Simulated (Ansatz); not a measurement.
# AlH₃F (doublet): from Hartree-Fock to the top rungs at distance Al1–H4 along a hydrogen transfer = 1.475 Å, cc-pVDZ

Aim: climb from Hartree-Fock through coupled cluster and multireference methods for AlH₃F (doublet) at one geometry and basis, and see what each rung misses.

The runs use Ansatz 0.2.0, Gaussian basis; cc-pVDZ, core rule «outside noble gas», up to 6 orbitals frozen.

Plan: UHF; CCSD(T) on ROHF; CCSD(T) on UHF; BCCD(T) on ROHF; CISD; CCSDT(Q) on ROHF; CCSDT(Q) on UHF; CASSCF and MRCISD+Q, 3 electrons in 3 orbitals; CASSCF and NEVPT2, 3 electrons in 3 orbitals.

17 further runs of the same task are left out: 9 for a known fault of the program, 1 for a mislabelled method, 7 that didn't finish.

## 1. What is computed

The geometry derives from fragments relaxed apart (PBE0/def2-TZVP) and kept rigid, so it is no stationary point. A hydrogen atom is moved between rigid fragments.

5 atoms, charge 0, spin multiplicity 2.

Atoms are counted from 1 here; the program's logs count them from 0.

Bond lengths: Al1–H2 1.586 Å, Al1–H3 1.586 Å, Al1–H4 1.475 Å. Angles: H2–Al1–H3 120.0°, H2–Al1–H4 120.0°, H3–Al1–H4 120.0°.

## 2. UHF

Input file in.yaml:

```yaml
crystal:
  periodic: [false, false, false]
  atoms:
    - {symbol: Al, position_ang: [-1.238337, 0.000000, 0.000000]}
    - {symbol: H, position_ang: [-2.031261, 1.373384, 0.000000]}
    - {symbol: H, position_ang: [-2.031260, -1.373384, 0.000000]}
    - {symbol: H, position_ang: [0.236663, 0.000000, 0.000000]}
    - {symbol: F, position_ang: [1.961663, 0.000000, 0.000000]}
basis:
  gaussian: {orbitals: cc-pVDZ}
magnetization: {spin_polarized: true, initial_magnetization: 1}
hamiltonian: {xc: hf}
output: {orbitals: {seedname: orbitals}}
```

Launch:

```console
$ ansatz run in.yaml --threads 1 --pin off --events-out ev --progress --plain --max-ram 2393MiB
```

The runs that follow: CCSD(T) on ROHF; CCSD(T) on UHF; BCCD(T) on ROHF; CISD; CCSDT(Q) on ROHF; CCSDT(Q) on UHF; CASSCF and MRCISD+Q, 3 electrons in 3 orbitals; CASSCF and NEVPT2, 3 electrons in 3 orbitals.

Q: Predict the results of all the runs planned. Wanted: UCCSDT(Q) below the RHF energy; RMP2 from UCCSDT(Q); UMP2 from UCCSDT(Q); RCCSD from UCCSDT(Q); RCCSD(T) from UCCSDT(Q); UCCSD(T) from UCCSDT(Q); RCCSDT(Q) from UCCSDT(Q); NEVPT2 pair from UCCSDT(Q); MRCISD+Q pair from UCCSDT(Q).

**Answer**, as computed:

```
                         quantity                                                   value
   UCCSDT(Q) below the RHF energy                                              -7.3326 eV
              RMP2 from UCCSDT(Q)                                             +1096.1 meV
              UMP2 from UCCSDT(Q)                                             +1088.7 meV
             RCCSD from UCCSDT(Q)                                               +95.6 meV
          RCCSD(T) from UCCSDT(Q)                                               +22.3 meV
          UCCSD(T) from UCCSDT(Q)                                               +21.9 meV
         RCCSDT(Q) from UCCSDT(Q)                                                +0.7 meV
       NEVPT2 pair from UCCSDT(Q)                                             +1082.2 meV
     MRCISD+Q pair from UCCSDT(Q)                                               +56.7 meV
levels within 1 kcal/mol (43 meV)  RCCSD(T), UCCSD(T), BCCD(T), RCCSDT, UCCSDT, RCCSDT(Q)
                    T1 diagnostic                                                   0.028
```

What this shows: RCCSD(T) misses by +22.3 meV, 0.3 % of the correlation energy. Of the multireference levels listed MRCISD+Q pair comes nearest in total energy (+56.7 meV), which doesn't show that its space is the better one. These misses are within one basis, not against nature; the frozen cores of restricted and unrestricted runs differ, which can shift their rows.
